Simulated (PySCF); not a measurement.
Ionising BO

r²SCAN; basis B cc-pVDZ, O cc-pVDZ; no relativity; PySCF 2.14. Neutral (UKS): doublet (σ ↑), Re = 1.212 Å, ωe = 1882 cm⁻¹, De = 8.57 eV, HOMO -8.72 eV, LUMO -4.59 eV.

BO⁺ (UKS): singlet (closed shell), Re = 1.202 Å, ωe = 1893 cm⁻¹, De = 4.10 eV to B⁺ + O. The energies at the minima are -99.98113 hartree for BO and -99.49442 for BO⁺.

Work out the adiabatic ionisation energy, without and with harmonic zero-point energies (1 hartree = 27.2114 eV, 1 eV = 8065.5 cm⁻¹), and the change of the bond length.

At r²SCAN: 0.48671 hartree = 13.244 eV between the minima; the zero-point term (1893.0 − 1882.0)/2 cm⁻¹ = +0.001 eV makes it 13.245 eV. Re changes by -1.0 pm against the neutral. The electron leaves a σ orbital, and the small change of length marks it as nearly non-bonding.

For an ion De counts to the pair picked by the measured ionisation energies or electron affinities, which need not be the lowest pair at this level. States were picked by a PBE0 search and need not be the measured ground states.
